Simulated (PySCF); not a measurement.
Gas-phase reaction: 3 H₂O₂ = 2 HO₂ + 2 H₂O

Computed with PySCF and rigid-rotor harmonic-oscillator thermochemistry at 1 bar. The comparison is the NASA 1993 polynomial table, which mixes measured and estimated data. S°(298 K) at PBE0/def2-TZVP differs from the NASA 1993 table for H₂O₂ (-8 J/mol/K); whether the harmonic model or the table's entry is off was not settled. † marks an energy on the PBE0/def2-TZVP geometry and frequencies; other levels use their own. MP2 and CCSD(T) freeze the core. 6-31G* has spherical d functions here. Open shells (unrestricted): HO₂ (multiplicity 2); the rest are closed-shell singlets. No R ln 2 is added for the mirror-image form of H₂O₂. MP2 isn't extrapolated to the basis-set limit; its ΔH°(298 K) is -31.7 kJ in def2-SVP and -19.8 kJ in def2-TZVPP. CCSD(T) isn't extrapolated to the basis-set limit; its ΔH°(298 K) is -62.9 kJ in def2-SVP and -59.0 kJ in def2-TZVPP. The harmonic model lacks anharmonicity and excited electronic states, which grow with temperature; levels with a mode under 35 cm⁻¹ are left out. Internal rotation in H₂O₂ is treated as a harmonic vibration of one conformer, which makes the entropy rough. The table's entry may be an old estimate for HO₂ (not checked at source).

```json
[
 {"level": "table", "ΔH°(298 K), kJ": "-49.6", "minus table": "-", "ΔG°(1400 K), kJ": "-234.0"},
 {"level": "BLYP/def2-TZVP†", "ΔH°(298 K), kJ": "-75.9", "minus table": "-26.3", "ΔG°(1400 K), kJ": "-289.4"},
 {"level": "CCSD(T)/def2-SVP†", "ΔH°(298 K), kJ": "-62.9", "minus table": "-13.3", "ΔG°(1400 K), kJ": "-276.4"},
 {"level": "HF/6-31G*", "ΔH°(298 K), kJ": "-198.4", "minus table": "-148.8", "ΔG°(1400 K), kJ": "-417.1"},
 {"level": "MP2/def2-SVP†", "ΔH°(298 K), kJ": "-31.7", "minus table": "17.9", "ΔG°(1400 K), kJ": "-245.2"},
 {"level": "PBE/def2-SVP", "ΔH°(298 K), kJ": "-50.3", "minus table": "-0.7", "ΔG°(1400 K), kJ": "-256.1"},
 {"level": "ωB97X-V/def2-TZVP†", "ΔH°(298 K), kJ": "-70.2", "minus table": "-20.6", "ΔG°(1400 K), kJ": "-283.7"}
]
```
